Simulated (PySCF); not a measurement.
Argon: a sound run and one with changed settings

Sound run: Ar [Ar], Ar⁺ [Ne] 3s2 3p5. Calculation: PySCF 2.14, in pcseg-2 (5s4p2d1f, 34 functions); the non-relativistic Hamiltonian (point nucleus). In the sound run the correlated levels freeze [Ne]. The sound run starts from symmetry-adapted Hartree-Fock orbitals and uses a fine grid where one is needed.

A second run was set up differently.

```
species   method  sound run (hartree)  changed run (hartree)  converged
     Ar      MP2           -526.99897             -526.94854        yes
     Ar  CCSD(T)           -527.02277             -526.96107        yes
    Ar⁺      MP2           -526.42395             -526.36814        yes
    Ar⁺  CCSD(T)           -526.45310             -526.38226        yes
```

Ionisation energy of Ar:

```
 method  sound run (eV)  changed run (eV)
    UHF          14.602            14.602
    MP2          15.647            15.793
SCS-MP2          15.546            15.729
   CCSD          15.472            15.699
CCSD(T)          15.501            15.750
```

Question: What was changed?
A. basis contracted for another Hamiltonian
B. too few SCF iterations
C. level shift left on
D. a valence shell is frozen

Answer: D. Freezing a valence shell removes pair correlation that changes on ionisation.
